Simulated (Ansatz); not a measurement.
1T (CdI2-type) HfTe₂, treated with rVV10 (Ansatz, a quantum-chemistry and plane-wave program, PAW).

Numerical settings: plane-wave cutoff 520 eV, 18×18×8 k mesh (along the axes of the cell as run), Fermi–Dirac smearing 0.05 eV, scalar-relativistic PAW data made under PBE.

A third-order Birch–Murnaghan fit to the energies gives V0 = 31.379 Å³/atom, B0 = 27.6 GPa, B′ = 8.6.

| V (Å³/atom) | P (GPa) |
|---|---|
| 30.122 | [?] |
| 30.750 | [?] |
| 31.377 | 0.002 |
| 32.005 | [?] |
| 32.632 | [?] |

Q: Estimate the withheld pressures from this fit; the answers are the runs' own values.

A: 
- 30.122, P (GPa): 1.333
- 30.750, P (GPa): 0.613
- 32.005, P (GPa): -0.502
- 32.632, P (GPa): -0.906

The formula P = (3/2) B0 (x^(7/3) − x^(5/3)) [1 + (3/4)(B′ − 4)(x^(2/3) − 1)] with x = V0/V meets the computed pressures within 0.01 GPa when these rounded values are put in.

Shape and atoms are relaxed at each volume.

Note: the relaxation could not lower the start's symmetry, so the cell can be a saddle point above a distorted one; the bulk modulus comes from volumes at which shape and atoms were relaxed.

Spin–orbit coupling is not included; it can open a gap where bands touch, and shift volumes and moduli.

Computed values are for the static lattice.
